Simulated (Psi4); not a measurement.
**S2O (SMILES O=S=S): levels of theory compared**

We compute a comparison of 3 runs (B3LYP/6-31G*, HSE06/def2-TZVP, TPSSh/def2-TZVP) of S2O. 

The calculation is run with Psi4 1.11.

**1. The system as given**

S2O: 3 atoms, total charge 0, spin state singlet. SMILES: `O=S=S`. The O1–S2 distance was set to 2.180 Å, away from the relaxed value.

Bond lengths: S2–S3 1.880 Å. A long bond or contact: O1–S2 2.180 Å.

**2. The energy at B3LYP/6-31G(d) (Cartesian functions) (run 1)**

Input file os2.py:

```python
import psi4

psi4.set_memory(1600000000)
psi4.set_num_threads(1)
psi4.set_output_file('psi4.out', False)

molecule = psi4.geometry("""
O      0.412887     1.908753     0.665277
S      0.529120    -0.205510     0.148940
S     -0.980740    -0.998510    -0.642110
symmetry c1
no_reorient
no_com
""")

options = {'basis': '6-31G*', 'reference': 'rks', 'puream': False, 'e_convergence': 1e-09, 'd_convergence': 1e-08, 'scf_type': 'pk', 'dft_radial_points': 99, 'dft_spherical_points': 590}
psi4.set_options(options)

e_tot, wfn = psi4.energy("b3lyp", molecule=molecule, return_wfn=True)
print(f'b3lyp energy: {e_tot:.10f} Eh')
```

Started as:

```console
$ python os2.py
```

psi4.out:

```text
[...]
  Running in c1 symmetry.
[...]
  Nuclear repulsion =  122.606837766228395
[...]
  Multiplicity = 1
[...]
  Nalpha       = 20
  Nbeta        = 20
[...]
    Number of basis functions: 53
[...]
   @RKS iter   1:  -870.80965874133847    1.16367e-01   1.90151e-02 ADIIS/DIIS
[...]
   @RKS iter  18:  -871.42179096423376   -1.02318e-12   5.86797e-09 DIIS
[...]
    Orbital Energies [Eh]
    ---------------------
    Doubly Occupied:
       1A    -89.024427     2A    -88.954892     3A    -19.197203
       4A     -8.077447     5A     -8.018655     6A     -6.039968
       7A     -6.038226     8A     -6.036479     9A     -5.982444
      10A     -5.979538    11A     -5.974161    12A     -0.901050
      13A     -0.859632    14A     -0.645886    15A     -0.438217
      16A     -0.408305    17A     -0.405326    18A     -0.289203
      19A     -0.276767    20A     -0.276692
[...]
  @RKS Final Energy:  -871.42179096423376
   => Energetics <=
    Nuclear Repulsion Energy =            122.6068377662283950
    One-Electron Energy =               -1446.1195854948161923
    Two-Electron Energy =                 500.2318926253147993
    DFT Exchange-Correlation Energy =     -48.1409358609608233
    Empirical Dispersion Energy =           0.0000000000000000
    VV10 Nonlocal Energy =                  0.0000000000000000
    Total Energy =                       -871.4217909642337645
[...]
 Multipole Moments:
 ------------------------------------------------------------------------------------
     Multipole            Electronic (a.u.)      Nuclear  (a.u.)        Total (a.u.)
 ------------------------------------------------------------------------------------
 L = 1.  Multiply by 2.5417464519 to convert [e a0] to [Debye]
 Dipole X            :          7.3703286           -7.4130630           -0.0427344
 Dipole Y            :          6.3610970           -7.5481255           -1.1870285
 Dipole Z            :          4.5223490           -4.8537691           -0.3314201
 Magnitude           :                                                    1.2331675
[...]
```

The script printed:

```text
b3lyp energy: -871.4217909642 Eh
```

It took 9.6 s on 1 thread of Intel Xeon Platinum 8259CL at 2.50GHz (Skylake/Cascade Lake), shared host; peak memory 0.42 GiB.

**3. Energy and forces at HSE06/def2-TZVP (run 2)**

Input file job.py:

```python
import psi4

psi4.set_memory('1600 MB')
psi4.set_num_threads(1)
psi4.set_output_file('os2.out', False)

geom = psi4.geometry("""
0 1
O      0.78024335     3.60702041     1.25719133
S      0.99989189    -0.38835762     0.28145581
S     -1.85333000    -1.88691043    -1.21341204
units au
symmetry c1
""")

psi4.set_options({
    'basis': 'def2-TZVP',
    'reference': 'rks',
    'puream': True,
    'e_convergence': 1e-09,
    'd_convergence': 1e-08,
    'scf_type': 'pk',
    'dft_radial_points': 99,
    'dft_spherical_points': 590,
})

energy_value, wavefunction = psi4.gradient("HSE06", molecule=geom, return_wfn=True)
psi4.oeprop(wavefunction, "MAYER_INDICES", "QUADRUPOLE", "LOWDIN_CHARGES")
print('gradient / Eh bohr^-1')
print(energy_value.np.round(6))
print(f'energy = {wavefunction.energy():.10f} Eh')
for k, v in sorted(psi4.core.scalar_variables().items()):
    print(f'{k:45s} {v:18.10f}')
```

Started as:

```console
$ python job.py
```

os2.out:

```text
[...]
  Running in c1 symmetry.
[...]
  Nuclear repulsion =  122.606837795481923
[...]
  Multiplicity = 1
[...]
  Nalpha       = 20
  Nbeta        = 20
[...]
    Number of basis functions: 105
[...]
   @RKS iter   1:  -870.53792242375323    1.02308e-01   1.04127e-02 DIIS/ADIIS
[...]
   @RKS iter  17:  -871.17268234371340   -1.59162e-12   3.83998e-09 DIIS
[...]
    Orbital Energies [Eh]
    ---------------------
    Doubly Occupied:
       1A    -89.168814     2A    -89.102293     3A    -19.229292
       4A     -8.127558     5A     -8.071543     6A     -6.060489
       7A     -6.060470     8A     -6.057731     9A     -6.005275
      10A     -6.004522    11A     -5.998978    12A     -0.904597
      13A     -0.864471    14A     -0.650569    15A     -0.438338
      16A     -0.407913    17A     -0.405014    18A     -0.288772
      19A     -0.279036    20A     -0.276310
[...]
  @RKS Final Energy:  -871.17268234371340
   => Energetics <=
    Nuclear Repulsion Energy =            122.6068377954819226
    One-Electron Energy =               -1446.2733917500208918
    Two-Electron Energy =                 498.0040898925490183
    DFT Exchange-Correlation Energy =     -45.5102182817235459
    Empirical Dispersion Energy =           0.0000000000000000
    VV10 Nonlocal Energy =                  0.0000000000000000
    Total Energy =                       -871.1726823437135181
[...]
  -Total Gradient:
     Atom            X                  Y                   Z
    ------   -----------------  -----------------  -----------------
       1        0.006826062043     0.110040798782    -0.000000000000
       2        0.006331340821    -0.099911545792    -0.000000000001
       3       -0.013151968056    -0.010116188835    -0.000000000000
[...]
 Multipole Moments:
 ------------------------------------------------------------------------------------
     Multipole            Electronic (a.u.)      Nuclear  (a.u.)        Total (a.u.)
 ------------------------------------------------------------------------------------
 L = 1.  Multiply by 2.5417464519 to convert [e a0] to [Debye]
 Dipole X            :         -0.3240015           -0.0062024           -0.3302039
 Dipole Y            :         -1.5221784           -0.0173736           -1.5395519
 Dipole Z            :          0.0000000            0.0000000            0.0000000
 Magnitude           :                                                    1.5745650
 L = 2.  Multiply by 1.3450342976 to convert [e a0^2] to [Debye ang]
 Quadrupole XX       :       -123.1984133          101.3908588          -21.8075545
 Quadrupole XY       :        -95.0158167           94.1080718           -0.9077449
[...]
```

Standard output:

```text
gradient / Eh bohr^-1
[[ 0.006826  0.110041 -0.      ]
 [ 0.006331 -0.099912 -0.      ]
 [-0.013152 -0.010116 -0.      ]]
energy = -871.1726823437 Eh
CURRENT ENERGY                                   -871.1726823437
CURRENT REFERENCE ENERGY                         -871.1726823437
DD SOLVATION ENERGY                                 0.0000000000
DFT FUNCTIONAL TOTAL ENERGY                      -871.1726823437
DFT TOTAL ENERGY                                 -871.1726823437
DFT VV10 ENERGY                                     0.0000000000
DFT XC ENERGY                                     -45.5102182817
GRID ELECTRONS ALPHA                               19.9999992721
GRID ELECTRONS BETA                                19.9999992721
GRID ELECTRONS TOTAL                               39.9999985442
NUCLEAR REPULSION ENERGY                          122.6068377955
ONE-ELECTRON ENERGY                             -1446.2733917500
PCM POLARIZATION ENERGY                             0.0000000000
PE ENERGY                                           0.0000000000
SCF ITERATION ENERGY                             -871.1726823437
SCF ITERATIONS                                     17.0000000000
SCF TOTAL ENERGY                                 -871.1726823437
TWO-ELECTRON ENERGY                               498.0040898925
XC GRID RADIAL POINTS                              99.0000000000
XC GRID SPHERICAL POINTS                          590.0000000000
XC GRID TOTAL POINTS                           163692.0000000000
```

Wall time 61 s (1 thread of Intel Xeon Platinum 8259CL at 2.50GHz (Skylake/Cascade Lake), shared host); peak memory 0.76 GiB.

**4. Energy and gradient at TPSSh/def2-TZVP (run 3)**

Input file os2.json:

```json
{
 "schema_name": "qcschema_input",
 "schema_version": 1,
 "molecule": {
  "schema_name": "qcschema_molecule",
  "schema_version": 2,
  "symbols": ["O", "S", "S"],
  "geometry": [0.78024335, 3.60702041, 1.25719133, 0.99989189, -0.38835762, 0.28145581, -1.85333, -1.88691043, -1.21341204],
  "molecular_charge": 0,
  "molecular_multiplicity": 1,
  "fix_symmetry": "c1",
  "fix_com": true,
  "fix_orientation": true
 },
 "driver": "gradient",
 "model": {
  "method": "tpssh",
  "basis": "def2-TZVP"
 },
 "keywords": {
  "reference": "rks",
  "puream": true,
  "e_convergence": 1e-09,
  "d_convergence": 1e-08,
  "scf_type": "pk",
  "dft_radial_points": 99,
  "dft_spherical_points": 590,
  "scf_properties": ["WIBERG_LOWDIN_INDICES", "QUADRUPOLE", "MAYER_INDICES"]
 }
}
```

Started as:

```console
$ psi4 --qcschema os2.json -n 1 --memory 1600MB
```

stdout:

```text
[...]
  Running in c1 symmetry.
[...]
  Nuclear repulsion =  122.606837795481937
[...]
  Multiplicity = 1
[...]
  Nalpha       = 20
  Nbeta        = 20
[...]
    Number of basis functions: 105
[...]
   @RKS iter   1:  -870.86629332807820    1.55955e-01   1.08145e-02 DIIS/ADIIS
[...]
   @RKS iter  17:  -871.53808879020426   -4.66116e-12   7.85376e-09 DIIS
[...]
    Orbital Energies [Eh]
    ---------------------
    Doubly Occupied:
       1A    -88.859777     2A    -88.797273     3A    -19.092067
       4A     -7.994800     5A     -7.942072     6A     -5.943076
       7A     -5.942115     8A     -5.940010     9A     -5.891016
      10A     -5.889589    11A     -5.884383    12A     -0.873182
      13A     -0.835543    14A     -0.628790    15A     -0.423706
      16A     -0.394786    17A     -0.392872    18A     -0.282787
      19A     -0.269933    20A     -0.260769
[...]
  @RKS Final Energy:  -871.53808879020426
   => Energetics <=
    Nuclear Repulsion Energy =            122.6068377954819368
    One-Electron Energy =               -1446.4646792464775444
    Two-Electron Energy =                 506.2770107924018816
    DFT Exchange-Correlation Energy =     -53.9572581316104163
    Empirical Dispersion Energy =           0.0000000000000000
    VV10 Nonlocal Energy =                  0.0000000000000000
    Total Energy =                       -871.5380887902042559
[...]
 Multipole Moments:
 ------------------------------------------------------------------------------------
     Multipole            Electronic (a.u.)      Nuclear  (a.u.)        Total (a.u.)
 ------------------------------------------------------------------------------------
 L = 1.  Multiply by 2.5417464519 to convert [e a0] to [Debye]
 Dipole X            :          7.2489246           -7.4130630           -0.1641384
 Dipole Y            :          6.1442303           -7.5481255           -1.4038952
 Dipole Z            :          4.4181154           -4.8537690           -0.4356536
 Magnitude           :                                                    1.4790731
 L = 2.  Multiply by 1.3450342976 to convert [e a0^2] to [Debye ang]
 Quadrupole XX       :        -97.5085725           75.8240916          -21.6844810
 Quadrupole XY       :        -72.3586738           72.2548627           -0.1038112
[...]
  -Total Gradient:
     Atom            X                  Y                   Z
    ------   -----------------  -----------------  -----------------
       1       -0.003090284808     0.097653360012     0.024724637400
       2        0.008375862641    -0.091717675025    -0.021116974091
       3       -0.005277542021    -0.005951596551    -0.003608795355
[...]
```

The result, in JSON:

```text
{
 "driver": "gradient",
 "model": {
  "method": "tpssh",
  "basis": "def2-TZVP"
 },
 "success": true,
 "return_result": [-0.0030902848083411653, 0.09765336001218987, 0.024724637399747177, 0.008375862640595033, -0.09171767502480352, -0.02111697409089605, -0.005277542020749482, -0.0059515965507037916, -0.0036087953548945284],
 "properties": {
  "calcinfo_nbasis": 105,
  "calcinfo_nmo": 105,
  "calcinfo_nalpha": 20,
  "calcinfo_nbeta": 20,
  "calcinfo_natom": 3,
  "nuclear_repulsion_energy": 122.60683779548194,
  "return_energy": -871.5380887902043,
  "return_gradient": [-0.0030902848083411653, 0.09765336001218987, 0.024724637399747177, 0.008375862640595033, -0.09171767502480352, -0.02111697409089605, -0.005277542020749482, -0.0059515965507037916, -0.0036087953548945284],
  "scf_one_electron_energy": -1446.4646792464775,
  "scf_two_electron_energy": 506.2770107924019,
  "scf_xc_energy": -53.957258131610416,
  "scf_dipole_moment": [-0.16413840503306432, -1.4038952310744213, -0.4356536119500962],
  "scf_total_energy": -871.5380887902043,
  "scf_total_gradient": [-0.0030902848083411653, 0.09765336001218987, 0.024724637399747177, 0.008375862640595033, -0.09171767502480352, -0.02111697409089605, -0.005277542020749482, -0.0059515965507037916, -0.0036087953548945284],
  "scf_iterations": 17
 }
}
```

Wall time 56 s (1 thread of Intel Xeon Platinum 8259CL at 2.50GHz (Skylake/Cascade Lake), shared host); peak memory 0.63 GiB.

**5. All runs side by side**

| run | level | task | Cartesian functions | energy (Eh) | dipole moment (D) | HOMO energy (eV) | LUMO energy (eV) | wall time |
| --- | --- | --- | --- | --- | --- | --- | --- | --- |
| 1 | B3LYP/6-31G* (Cartesian functions) | energy | yes | -871.421791 | 3.13 | -7.53 | -5.42 | 9.6 s |
| 2 | HSE06/def2-TZVP | gradient | no | -871.172682 | 4.00 | -7.52 | -5.80 | 61 s |
| 3 | TPSSh/def2-TZVP | gradient | no | -871.538089 | 3.76 | -7.10 | -5.73 | 56 s |

**6. What came out**

| quantity | value |
| --- | --- |
| run 3: total energy | -871.53809 Eh |
| run 3: dipole moment | 3.76 D |
| run 3: HOMO energy | -7.10 eV |
| run 3: LUMO energy | -5.73 eV |
| run 3: HOMO–LUMO gap | 1.36 eV |
| run 3: largest force on an atom | 5.182 eV/Å |

In words: The dipole moment (its size) runs from 3.13 D (B3LYP/6-31G*) to 4.00 D (HSE06/def2-TZVP). The two ends differ in method and basis. The HOMO–LUMO gap runs from 1.36 eV (TPSSh/def2-TZVP) to 2.11 eV (B3LYP/6-31G*). Totals of different functionals can't be ranked against each other. All runs together took 2.1 min, the longest 61 s.
